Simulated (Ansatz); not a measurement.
**KSb (P2₁/c, No. 14)**

All values below come from HSE06+SOC (PAW; Ansatz, a quantum-chemistry and plane-wave program).

Settings: plane-wave cutoff 460 eV, 4×4×2 k mesh (along the axes of the cell as run), Fermi–Dirac smearing 0.01 eV, PAW data made under PBE.

Cell (measured lattice):

Space group P2₁/c (No. 14); a = 7.1560 Å, b = 6.9170 Å, c = 13.3550 Å, α = 90.00°, β = 115.17°, γ = 90.00°

```
atom  site  symmetry       x       y       z
----  ----  --------  ------  ------  ------
K       4e         1  0.2189  0.3990  0.3318
K       4e         1  0.2395  0.6668  0.0317
Sb      4e         1  0.6778  0.3991  0.2136
Sb      4e         1  0.3191  0.1662  0.1231
```

```
Item                                                     Result
-------------------------------------------  ------------------
band gap                                     1.19 eV (indirect)
smallest direct gap on the k points sampled             1.21 eV
direct gap at Γ                                         1.53 eV
```

Note: cell and atoms aren't relaxed at this level (pressure 0.7 GPa).
